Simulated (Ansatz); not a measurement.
Seven cases of atomisation energy of first-row species (electronic energies, kcal/mol); geometries: B3LYP-D3(BJ)/def2-TZVP. The cases were drawn at random from those of this class that have a high level and all functionals, leaving out states under which another spin lies or may lie. Left out are anions, K, Ca, elements past Kr, ionisation of Li, Na and Mg, pi-pi* triplets of linear molecules and other triplets made from a closed-shell parent. Runs that doubt their state, and full CI more than 15 mEh from coupled cluster, are set aside; a case stays where another high level and all functionals remain. AFQMC serves as high level only in triple zeta or larger, with a steady walk, a bar under 0.8 kcal/mol and agreement with other high levels or trials where they ran; where none ran, an unstable determinant or (outside 3d species) a high T1 diagnostic also bars it, so strongly correlated cases are thinned. No case was kept or dropped by the size of a functional's miss. High levels with a bar over 0.5 kcal/mol are left out too, and the seventh case lies inside the range of the six. Affinities count positive where energy is released, gaps as the second state minus the first. B3LYP is by Ansatz (a quantum-chemistry and plane-wave program) in def2-TZVPD. High levels (Ansatz): P = CCSD(T)/CBS(cc-pVQZ,cc-pV5Z) + [CCSDT(Q) - CCSD(T)]/cc-pVDZ + core + X2C; Q = CCSD(T)/CBS(cc-pVQZ,cc-pV5Z) + [CCSDT(Q) - CCSD(T)]/cc-pVTZ + core + X2C; R = CCSD(T)/CBS(cc-pVQZ,cc-pV5Z) + [FCI - CCSD(T)]/cc-pV5Z + core + X2C; S = CCSD(T)/CBS(cc-pVTZ,cc-pVQZ) + [CCSDT(Q) - CCSD(T)]/cc-pVDZ + core + X2C; T = CCSD(T)/CBS(cc-pVTZ,cc-pVQZ) + [CCSDT(Q) - CCSD(T)]/cc-pVTZ + core + X2C. UHF or UKS for unpaired electrons; spin-orbit terms are left out. CBS(X,Y): correlation extrapolated as X^-3, Hartree-Fock from the larger set (Q,5: extrapolated as (X+1)exp(-9√X)). A bracket is a step between two methods taken in the basis named. The functionals are non-relativistic, so their misses hold any scalar relativity. '+ core + X2C': CCSD(T) terms for core correlation (cc-pwCVTZ) and scalar relativity (cc-pVTZ-DK). Full CI freezes restricted core orbitals, also for open shells; the composite that ends in it estimates full CI at the basis-set limit. For partners of very few electrons the exact lower level stands in for a higher one. The restricted determinant of HB ([BH], singlet) is unstable towards broken spin symmetry in at least one set run. The UHF reference of C2H3 ([CH]=C, doublet) is spin-contaminated (<S^2> up to 0.19 over the pure value in the sets run). The UHF reference of C2HO ([CH]=C=O, doublet) is spin-contaminated (<S^2> up to 0.07 over the pure value in the sets run).

| case | B3LYP | level | high level |
|---|---|---|---|
| C2H3 (SMILES [CH]=C, doublet) | 446.8 | Q | 445.7 |
| C2H6O (SMILES CCO) | 805.0 | S | 812.0 |
| C3H6 (SMILES C=CC) | 857.6 | S | 862.1 |
| C2HO (SMILES [CH]=C=O, doublet) | 423.4 | T | 420.6 |
| C2H3O2 (SMILES O=CO[CH2], doublet) | 676.9 | S | 679.5 |
| BH (λ1-borane, SMILES [BH]) | 83.8 | R | 85.0 |
| C2H3N (acetonitrile, SMILES CC#N) | 615.6 | P | withheld |

Q: Fit a straight line from B3LYP to the high level over the first six rows by least squares, predict the seventh, and compare with the calculation.

A: Means: B3LYP 548.92, high level 550.82. Sxx = 419760, Sxy = 423180, slope 1.0081, intercept -2.55 kcal/mol; residual standard deviation 3.0 kcal/mol. Seventh row: 1.0081·(615.6) -2.55 = 618.0 kcal/mol. The calculation gave 616.6 kcal/mol: the line differs from it by +1.4, B3LYP itself by -1.0.
